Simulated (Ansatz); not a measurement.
Cost and result for the atomization energy of C₄H₉FO, SMILES `CCCOCF` (15 atoms, 14 bonds).

```xyz
15

C     0.316    0.673   -2.182
C     0.052    0.992   -0.721
C     0.020   -0.254    0.129
O    -0.228    0.117    1.476
C    -0.398   -0.933    2.326
F     0.793   -1.603    2.547
H     1.274    0.163   -2.311
H    -0.462    0.025   -2.595
H     0.342    1.583   -2.784
H    -0.900    1.519   -0.610
H     0.827    1.659   -0.331
H     0.973   -0.791    0.061
H    -0.774   -0.935   -0.212
H    -0.735   -0.534    3.284
H    -1.099   -1.680    1.926
```

Total charge 0; spin multiplicity 1. All single points use the PBE0-D4/def2-TZVP geometry. It is one conformer, not always the lowest. Program: Ansatz. All runs use 4 threads of an Arm Neoverse V2 on a shared host. Times are those of one run each, without the atoms' runs, and a repeat can differ threefold. Electronic energies, without spin–orbit coupling; frozen cores. CCSD(T)/CBS adds CCSD(T) − MP2 in def2-TZVPP to the MP2 limit, and its time is that of the two runs behind it. T1 = 0.011. HSE06 is the plane-wave form, built on full-range PBE exchange.

CCSD(T)/CBS is a level of theory with its own doubt, some kJ/mol a heavy atom from the limit and from the frozen cores, so smaller differences don't rank the functionals.

```json
{"level": "LDA (SPW92)/def2-TZVPP", "functions": "312", "wall time": "1.6 s"}
{"level": "BLYP-D4/def2-TZVPP", "functions": "312", "wall time": "2.5 s"}
{"level": "PBE-D4/def2-TZVPP (with forces)", "functions": "312", "wall time": "3 s"}
{"level": "HSE06-D4/def2-TZVPP", "functions": "312", "wall time": "3.9 s"}
{"level": "BHLYP-D4/def2-TZVPP", "functions": "312", "wall time": "3.9 s"}
{"level": "CAM-B3LYP-D4/def2-TZVPP", "functions": "312", "wall time": "4.3 s"}
{"level": "r2SCANh-D4/def2-TZVPP", "functions": "312", "wall time": "6.5 s"}
{"level": "PBE-QIDH/def2-TZVPP", "functions": "312", "wall time": "7.5 s"}
{"level": "ωB97X-V/def2-TZVPP", "functions": "312", "wall time": "9.5 s"}
{"level": "CCSD(T)/def2-SVP", "functions": "129", "wall time": "18 s"}
{"level": "MP2/def2-QZVPP", "functions": "612", "wall time": "41 s"}
{"level": "CCSD(T)/def2-TZVPP", "functions": "312", "wall time": "23 min"}
{"level": "CCSD(T)/CBS(def2)", "functions": "–", "wall time": "23 min"}
```

Question: What atomization energy does each give, and how far from CCSD(T)/CBS? (An estimate is asked.)

Answer: Computed: 
| level | atomization (kcal/mol) | difference from CCSD(T)/CBS | per bond |
| --- | --- | --- | --- |
| LDA (SPW92)/def2-TZVPP | 1618.4 | 212.2 | 15.2 |
| BLYP-D4/def2-TZVPP | 1403.2 | -3.0 | -0.2 |
| PBE-D4/def2-TZVPP (with forces) | 1438.2 | 32.0 | 2.3 |
| HSE06-D4/def2-TZVPP | 1413.9 | 7.7 | 0.5 |
| BHLYP-D4/def2-TZVPP | 1364.3 | -41.9 | -3.0 |
| CAM-B3LYP-D4/def2-TZVPP | 1414.7 | 8.5 | 0.6 |
| r2SCANh-D4/def2-TZVPP | 1401.2 | -5.0 | -0.4 |
| PBE-QIDH/def2-TZVPP | 1400.7 | -5.5 | -0.4 |
| ωB97X-V/def2-TZVPP | 1408.7 | 2.5 | 0.2 |
| CCSD(T)/def2-SVP | 1347.7 | -58.5 | -4.2 |
| MP2/def2-QZVPP | 1414.2 | 8.0 | 0.6 |
| CCSD(T)/def2-TZVPP | 1374.2 | -32.0 | -2.3 |
| CCSD(T)/CBS(def2) | 1406.2 | 0.0 | 0.0 |

The D4 term adds +8.9 kcal/mol with B3LYP and +4.7 kcal/mol with PBE0; it sums over pairs of atoms, weighted by their polarisabilities, and B3LYP, whose exchange is more repulsive, gets the larger term. Leaving LDA and LC-ωPBE aside and taking each functional with its dispersion term where it has one, the values spread over 73.9 kcal/mol, from BHLYP-D4 to PBE-D4. LDA lies +185.9 kcal/mol from PBE without D4, its usual overbinding. From BLYP to BHLYP (50 % exact exchange), in def2-TZVPP and without D4, the atomization energy moves by −32.2 kcal/mol: exact exchange takes away binding that semilocal exchange gives to molecules.

B3LYP here is the variant with VWN-RPA as its local correlation; programs differ in this.
